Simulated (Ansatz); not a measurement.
# HNOSi: the cost of one run

Method: def2-TZVPP, core rule «outside noble gas», up to 7 orbitals frozen; program: Ansatz 0.2.0, Gaussian basis.

To be run: UHF; ROHF; CCSD(T) on UHF.

2 further runs of the same task are left out: 2 set aside as unsound or not needed.

### Step 1. The system

The geometry is a PBE0/def2-TZVP stationary point (not a proven minimum) of the parent state, kept for this charge and spin.

4 atoms, charge 0, spin multiplicity 3.

Atoms are counted from 1 here; the program's logs count them from 0.

Bond lengths: N1–O2 1.335 Å, N1–H4 1.025 Å, O2–Si3 1.558 Å. Angles: O2–N1–H4 102.7°, N1–O2–Si3 169.5°.

### Step 2. UHF

File in.yaml:

```yaml
crystal:
  periodic: [false, false, false]
  atoms:
    - {symbol: N, position_ang: [0.000000, -0.143210, 1.718396]}
    - {symbol: O, position_ang: [0.000000, 0.058390, 0.398268]}
    - {symbol: Si, position_ang: [0.000000, 0.009037, -1.158961]}
    - {symbol: H, position_ang: [0.000000, 0.811436, 2.092278]}
basis:
  gaussian: {orbitals: def2-TZVPP}
magnetization: {spin_polarized: true, initial_magnetization: 2}
hamiltonian: {xc: hf}
output: {orbitals: {seedname: orbitals}}
```

Launch:

```
$ ansatz run in.yaml --threads 1 --pin off --events-out ev --progress --plain --max-ram 4096MiB --backend cpu
```

What time and memory should one allow on 1 thread of AMD EPYC 7R13, shared host?

About 19 s, with a peak of 0.25 GiB.
